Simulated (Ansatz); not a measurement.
# C4H7O: the cost of one run

Computed with Ansatz 0.2.0 (the levels named in each step, unless a step's input says otherwise).

## (1) The structure to begin with

Bond lengths: C1–C2 1.321 Å, C2–C3 1.526 Å, C3–C4 1.555 Å, C3–O5 1.308 Å, C1–H6 1.077 Å, C1–H7 1.077 Å, C2–H8 1.081 Å, C3–H9 1.126 Å, C4–H10 1.087 Å, C4–H11 1.087 Å, C4–H12 1.086 Å. Angles (14 of 18 angles, heavy atoms first): C1–C2–C3 123.1°, C2–C3–C4 110.1°, C2–C3–O5 116.2°, C4–C3–O5 114.4°, C1–C2–H8 122.4°, C3–C2–H8 114.5°, C2–C1–H6 120.5°, C2–C1–H7 122.0°, C2–C3–H9 102.5°, C4–C3–H9 104.6°, O5–C3–H9 107.6°, C3–C4–H10 108.4°, C3–C4–H11 109.4°, C3–C4–H12 110.7°.

As a file:

```xyz
12

C    -1.8149   -0.3239    0.6776
C    -0.5994   -0.7944    0.4619
C     0.4289   -0.0800   -0.4094
C     1.7784    0.0486    0.3531
O     0.0292    1.0213   -0.9907
H    -2.1357    0.5952    0.2165
H    -2.5164   -0.8280    1.3211
H    -0.2497   -1.7178    0.9017
H     0.6310   -0.8375   -1.2174
H     1.6299    0.7054    1.2066
H     2.5213    0.4944   -0.3025
H     2.1213   -0.9237    0.6939
```

## (2) A rough first relaxation, PBE-D4/def2-SVPD

The input, input.yaml:

```yaml
crystal:
  periodic: [false, false, false]
  atoms:
    - { symbol: C, position_ang: [-1.81487, -0.32385, 0.67759] }
    - { symbol: C, position_ang: [-0.59942, -0.79441, 0.46192] }
    - { symbol: C, position_ang: [0.42895, -0.07996, -0.40945] }
    - { symbol: C, position_ang: [1.7784, 0.04861, 0.35308] }
    - { symbol: O, position_ang: [0.02924, 1.02127, -0.99074] }
    - { symbol: H, position_ang: [-2.13568, 0.5952, 0.21649] }
    - { symbol: H, position_ang: [-2.51637, -0.82797, 1.32106] }
    - { symbol: H, position_ang: [-0.24974, -1.71783, 0.90168] }
    - { symbol: H, position_ang: [0.63102, -0.83754, -1.21743] }
    - { symbol: H, position_ang: [1.62992, 0.70536, 1.20659] }
    - { symbol: H, position_ang: [2.52134, 0.49442, -0.30254] }
    - { symbol: H, position_ang: [2.1213, -0.92374, 0.69395] }
magnetization:
  spin_polarized: true
  initial_magnetization: 1
basis:
  gaussian: { orbitals: def2-SVPD }
hamiltonian:
  xc: pbe
  dispersion: d4
relax:
  f_tol: 0.03
  max_steps: 200
```

On the command line:

```sh
$ ansatz run input.yaml --threads 8 --pin off --max-ram 22528MiB --backend cpu --events-out ev --progress --plain --runs-dir out
```

Q: Estimate wall time and peak memory on 8 threads of Arm Neoverse N1, shared host.

About 24 s, with a peak of 0.43 GiB.
